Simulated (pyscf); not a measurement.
Structures and frequencies: ωB97X-D3(BJ)/def2-SVP in PySCF. Correlated levels are frozen-core, on RHF or UHF. ΔMP2 is the change of the MP2 total energy from the triple- to the quadruple-zeta basis.

### Question
For the elementary gas-phase step CH₄ (SMILES C) + Cl–SnH₃ (SMILES [Cl][SnH3]) -> H₃C–SnH₃ (SMILES [CH3][SnH3]) + HCl (SMILES Cl) (singlet surface; C–H, Cl–Sn broken, C–Sn, Cl–H formed), what barrier and reaction energy does CCSD(T)/def2-TZVPP + ΔMP2(QZVPP) give, measured from the separated reactants?

### Answer
ΔE‡ = 57.0 kcal/mol, ΔE = +26.2 kcal/mol. Zero-point energy shifts the barrier by -1.8 kcal/mol. It is a four-centre exchange, with an imaginary mode of 1171i cm⁻¹. One saddle was located; it need not be the lowest between these sides. The CCSD(T) − MP2 part came from Ansatz, without density fitting, on the same reference. The frozen core leaves the outer d or s,p core shells of the metals and heavy elements correlated in the MP2 and CC values, and def2-TZVPP describes them poorly, which can shift differences by a few kcal/mol. Elements past Kr carry the def2 core potentials, without spin-orbit coupling.
